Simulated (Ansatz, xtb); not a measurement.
# A geometry optimisation of CH3FNO with r2SCAN-D4/def2-SVP

The starting geometry of this gas-phase doublet was built from a drawn formula by distance geometry and a force field; its bonds are those of `[NH3+][C-]([O])F`.

```yaml
atoms:
  - { symbol: C, position_ang: [-0.6335, 0.6425, 2.1469] }
  - { symbol: F, position_ang: [-0.1264, 0.7550, 0.9352] }
  - { symbol: N, position_ang: [0.0838, 0.9780, 3.2641] }
  - { symbol: O, position_ang: [-1.8465, 0.8031, 2.3787] }
  - { symbol: H, position_ang: [0.5931, 0.1668, 3.6448] }
  - { symbol: H, position_ang: [0.7389, 1.7238, 3.0258] }
  - { symbol: H, position_ang: [-0.6168, 1.3120, 3.9350] }
```

Problem. Predict what it relaxes into with r2SCAN-D4/def2-SVP.

Solution. It loosens into CFO + H3N, which stay close as a complex. Contacts that open: C1–N3 (1.37 → 2.24 Å).

The energy falls by 1.74 eV over 25 steps:

```csv
step,E − E(last) (eV)
1,1.735
4,0.380
6,0.121
9,0.023
12,0.002
14,0.001
17,0.000
20,0.000
22,0.000
25,0.000
```

Final geometry (Å):

| atom | x (Å) | y (Å) | z (Å) |
| --- | --- | --- | --- |
| C | -1.1379 | 0.3977 | 1.8393 |
| F | -0.1617 | 0.4066 | 0.9007 |
| N | 0.2391 | 1.0282 | 3.4917 |
| O | -2.0799 | 1.1145 | 1.8232 |
| H | 1.0158 | 0.3867 | 3.6455 |
| H | 0.6207 | 1.9499 | 3.2788 |
| H | -0.3037 | 1.0975 | 4.3513 |

From the same start GFN2-xTB reaches the same bonding as this run.

No frequencies were run, so the end isn't proven a minimum. Open shells are spin-unrestricted. Run with Ansatz 0.2.0, 2.6 min on 1 thread of Arm Neoverse V1, on a shared host.
